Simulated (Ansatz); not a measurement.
# C2H7Al: the cost of one run

Method: r2SCAN-D4/pcseg-2; program: Ansatz 0.2.0, Gaussian basis.

### Step 1. The starting structure

The start, a first-order saddle point found at PBE0-D4 in triple zeta: 10 atoms, charge 0, spin multiplicity 1.

Atoms are counted from 1 here; the program's logs count them from 0.

Bond lengths: Al1–H2 1.806 Å, Al1–C3 1.836 Å, Al1–H4 1.757 Å, Al1–C5 1.946 Å, C3–H6 1.089 Å, C3–H7 1.092 Å, C5–H8 1.094 Å, C5–H9 1.094 Å, C5–H10 1.092 Å. Angles: H2–Al1–C3 85.2°, H2–Al1–H4 30.0°, H2–Al1–C5 112.1°, C3–Al1–H4 59.0°, C3–Al1–C5 146.4°, H4–Al1–C5 125.2°, Al1–C3–H6 129.2°, Al1–C3–H7 116.8°, H6–C3–H7 111.3°, Al1–C5–H8 110.5°, Al1–C5–H9 110.3°, Al1–C5–H10 112.1°, H8–C5–H9 108.1°, H8–C5–H10 107.9°, H9–C5–H10 107.8°.

As a file:

```
Al    0.0838    0.4131    0.0494
H     0.9647    0.2258   -1.5161
C    -1.3971    0.7065   -0.9953
H     0.0820   -0.0110   -1.6555
C     0.8798   -0.6537    1.4686
H    -2.4504    0.5758   -0.7499
H    -1.2695    1.3654   -1.8565
H     0.1347   -0.8885    2.2339
H     1.2622   -1.5961    1.0664
H     1.7099   -0.1374    1.9554
```

### Step 2. The run

Contents of md/in.yaml:

```yaml
crystal:
  periodic: [false, false, false]
  atoms:
    - {symbol: Al, position_ang: [0.083841, 0.413135, 0.049361]}
    - {symbol: H, position_ang: [0.964679, 0.225792, -1.516076]}
    - {symbol: C, position_ang: [-1.397109, 0.706490, -0.995349]}
    - {symbol: H, position_ang: [0.081992, -0.011037, -1.655528]}
    - {symbol: C, position_ang: [0.879798, -0.653660, 1.468557]}
    - {symbol: H, position_ang: [-2.450444, 0.575758, -0.749879]}
    - {symbol: H, position_ang: [-1.269498, 1.365422, -1.856484]}
    - {symbol: H, position_ang: [0.134666, -0.888459, 2.233944]}
    - {symbol: H, position_ang: [1.262156, -1.596111, 1.066397]}
    - {symbol: H, position_ang: [1.709918, -0.137431, 1.955358]}
basis:
  gaussian: {orbitals: pcseg-2}
hamiltonian: {xc: r2scan, dispersion: d4}
md: {n_steps: 80, timestep: 1.0, temperature: 300, ensemble: nve, seed: 654, initial_velocities: maxwell_boltzmann}
```

On the command line:

```sh
ansatz run in.yaml --threads 2 --pin off --events-out ev --progress --plain --max-ram 4352MiB
```

**Question.** How long does this run take on 2 threads of Arm Neoverse V1, shared host?

About 5.8 min.
